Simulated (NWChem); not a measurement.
System meant: silicon monoxide (SiO, singlet); SMILES [Si]=O

The following NWChem deck was run.

```
start job
memory heap 200 mb stack 900 mb global 1100 mb
geometry units angstroms noautoz
  Si     0.000000     0.000000     0.548651
  O      0.000000     0.000000    -0.960088
end
basis spherical
  * library def2-svp
end
dft
  xc b3lyp
  iterations 4
  mulliken
end
task dft energy
```

End of the output:

```
    Atom       Charge   Shell Charges
 -----------   ------   -------------------------------------------------------
    1 Si  14    13.70   2.00  1.96  0.98  0.77  5.80  1.08  0.83  0.27
    2 O    8     8.30   1.98  0.96  0.70  2.63  2.02  0.01

 center of mass
 --------------
 x =   0.00000000 y =   0.00000000 z =  -0.00033392

 moments of inertia (a.u.)
 ------------------
          82.724304196581           0.000000000000           0.000000000000
           0.000000000000          82.724304196581           0.000000000000
           0.000000000000           0.000000000000           0.000000000000

     Multipole analysis of the density
     ---------------------------------

     L   x y z        total         alpha         beta         nuclear
     -   - - -        -----         -----         ----         -------
     0   0 0 0     -0.000000    -11.000000    -11.000000     22.000000

     1   1 0 0     -0.000000     -0.000000     -0.000000      0.000000
     1   0 1 0     -0.000000     -0.000000     -0.000000      0.000000
     1   0 0 1      0.998524      0.499262      0.499262     -0.000000

     2   2 0 0    -12.072680     -6.036340     -6.036340      0.000000
     2   1 1 0      0.000000      0.000000      0.000000      0.000000
     2   1 0 1      0.000000      0.000000      0.000000      0.000000
     2   0 2 0    -12.072680     -6.036340     -6.036340      0.000000
     2   0 1 1      0.000000      0.000000      0.000000      0.000000
     2   0 0 2    -15.027010    -28.204970    -28.204970     41.382931

 ------------------------------------------------------------------------
 dft energy failed                                                                                  0
 ------------------------------------------------------------------------
 ------------------------------------------------------------------------
  current input line :
    15: task dft energy
 ------------------------------------------------------------------------
 ------------------------------------------------------------------------
 This type of error is most commonly associated with calculations not reaching convergence criteria
 ------------------------------------------------------------------------
 For more information see the NWChem manual at https://nwchemgit.github.io

0:dft energy failed:Received an Error in Communication
```

Question: Can this run be used? If not, why, and what is the fix?

Answer: The run did not converge; its last values are not results. Cause: the SCF was allowed too few iterations. This input runs:
```
start job
memory heap 200 mb stack 900 mb global 1100 mb
geometry units angstroms noautoz
  Si     0.000000     0.000000     0.548651
  O      0.000000     0.000000    -0.960088
end
basis spherical
  * library def2-svp
end
dft
  xc b3lyp
  iterations 150
  mulliken
end
task dft energy
```
It converges to -364.58274 Ha (B3LYP/def2-SVP).
